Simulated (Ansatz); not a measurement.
Relaxation of BClH$_{5}$N (8 atoms, charge 0, multiplicity 1), to a largest force component of 0.03 eV/Å in at most 50 steps.

Method: RKS B3LYP-D4/def2-SVP in Ansatz 0.2.0.

```xyz
8
Properties=species:S:1:pos:R:3:forces:R:3
B 0.067 0.437 -0.399 -0.04 -0.37 -0.45
Cl 0.061 0.075 2.648 -0.14 0.77 -0.48
N 1.318 0.054 -0.860 0.13 0.14 0.00
H 1.538 -0.871 -1.212 -0.06 0.01 0.03
H 2.118 0.680 -0.848 -0.03 -0.08 -0.01
H -0.864 -0.326 -0.454 0.03 0.02 0.02
H -0.083 1.570 -0.031 -0.03 0.28 0.17
H -0.114 1.050 1.753 0.14 -0.78 0.70
```

Where does it end, and by what steps?

It converged. After 7 steps the energy has fallen by 0.072 eV; Cl2 moved furthest, 0.38 Å.

```tsv
step	energy less start (eV)	largest force component (eV/Å)	accepted
0	0.0000	0.784	yes
1	-0.0388	0.725	yes
2	-0.0513	0.542	yes
3	-0.0559	0.527	yes
4	-0.0694	0.114	yes
5	-0.0706	0.088	yes
6	-0.0720	0.032	yes
7	-0.0722	0.014	yes
```

```xyz
8
Properties=species:S:1:pos:R:3
B 0.050 0.408 -0.499
Cl 0.072 0.307 2.952
N 1.325 0.054 -0.910
H 1.530 -0.825 -1.372
H 2.144 0.632 -0.760
H -0.881 -0.330 -0.698
H -0.109 1.479 0.048
H -0.090 0.945 1.835
```

Whether the end is a true minimum wasn't checked by a vibrational analysis.

Time of the run: 20 s on 1 thread of Arm Neoverse V1 (shared host), peak memory 0.14 GiB.
